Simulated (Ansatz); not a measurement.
Results of PBE-D3(BJ)+SOC in Ansatz (plane waves, PAW) for 1T (CdI2-type) CdI2.

Settings: plane-wave cutoff 520 eV, 12×12×6 k mesh (along the axes of the cell as run), PAW data made under PBE.

Computed at the level's own relaxed cell.

```
CdI2
1.0
    4.24688     0.00000     0.00000
   -2.12344     3.67790     0.00000
    0.00000     0.00000     6.82555
Cd I
1 2
Direct
  0.00000   0.00000   0.00000
  0.33333   0.66667   0.25364
  0.66667   0.33333   0.74636
```

Problem. Give the elastic tensor (Voigt notation, GPa, ions relaxed, in the Cartesian axes of the cell as printed).

Solution. 
```
   41.1    15.2     8.6    -1.2     0.0     0.0
   15.2    41.1     8.6     1.2     0.0     0.0
    8.6     8.6    21.1     0.0     0.0     0.0
   -1.2     1.2     0.0     5.5     0.0     0.0
    0.0     0.0     0.0     0.0     5.5    -1.2
    0.0     0.0     0.0     0.0    -1.2    13.0
```

Static lattice: no zero-point or thermal effects.

Ansatz is a first-principles code.
